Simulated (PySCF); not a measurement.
# C4H10P2: electronic excitations

What electronic excitations should C4H10P2 (`CC(C)/C=P\P`) show?

Programs: PySCF 2.14.0, with density-fitted response routines of our own. Each step states its level of theory. These are calculated values for one molecule in the gas phase, unless marked as measured. Atoms count from 0, in the outputs and in this text.

### 1 The starting structure

16 atoms, charge 0, multiplicity 1; geometry from: GFN2-xTB.

Bonds of the start (Å): C0–C1 1.53, C1–C2 1.53, C1–C3 1.49, C3–P4 1.67, P4–P5 2.17, C0–H6 1.09, C0–H7 1.09, C0–H8 1.09, C1–H9 1.10, C2–H10 1.09, C2–H11 1.09, C2–H12 1.09, C3–H13 1.08, P5–H14 1.40, P5–H15 1.39.

### 2 Excited states and response: CAM-B3LYP/def2-SVPD

What the job is given:

```
{"job": {"kind": "uv", "xc": "CAM-B3LYP", "basis": "def2-SVPD", "nstates": 8, "ntriplets": 3}, "charge": 0, "multiplicity": 1}
C     -0.700710    -0.265403     1.352973
C     -0.461382     0.211091    -0.083398
C     -1.781222     0.578961    -0.756657
C      0.239151    -0.862766    -0.849518
P      1.878848    -1.076392    -1.112230
P      2.725075     0.684435    -0.159501
H     -1.338631    -1.146885     1.359674
H     -1.181535     0.518995     1.932830
H      0.245055    -0.519437     1.828519
H      0.183398     1.100581    -0.040605
H     -2.268251     1.386220    -0.214196
H     -2.451970    -0.278039    -0.774887
H     -1.608210     0.905205    -1.779780
H     -0.404981    -1.642060    -1.241028
H      2.898636     0.063750     1.078688
H      4.019129     0.350690    -0.552294
```

With the program's defaults for keys left out, this is: TDDFT CAM-B3LYP/def2-SVPD, vertical, gas phase, core orbitals frozen in the response.

Run with:

```console
$ OMP_NUM_THREADS=1 python probes_run.py task.json out
```

One launch serves the whole session: the jobs run in the order shown.

Predict these results of the whole session: lowest singlet (CAM-B3LYP/def2-SVPD); brightest single state of those computed; lowest triplet; surface potential, 1st and 99th percentile.

**Answer**, as computed:

| quantity | value |
| --- | --- |
| lowest singlet (CAM-B3LYP/def2-SVPD) | 4.06 eV (305 nm), f = 0.010 |
| brightest single state of those computed | state 2, 5.22 eV, f = 0.238 |
| lowest triplet | 2.71 eV |
| surface potential, 1st and 99th percentile | -0.72 V and 0.82 V |

**Reading.** The first singlet state (HOMO→LUMO 0.78, HOMO−1→LUMO 0.20) lies at 4.06 eV and is weak; of the 8 states computed, the strongest absorption comes from state 2 at 5.22 eV (the last state computed is bright too, and its partners may lie past the list). The lowest triplet lies 1.35 eV below the lowest singlet (triplets in Tamm-Dancoff, singlets in full TDDFT). At CAM-B3LYP/def2-SVPD, counted by nearest atom on the grid, the HOMO lies on P4, P5 about 34 % each; C3 14 %, the LUMO on P4 43 %; C3 30 %.
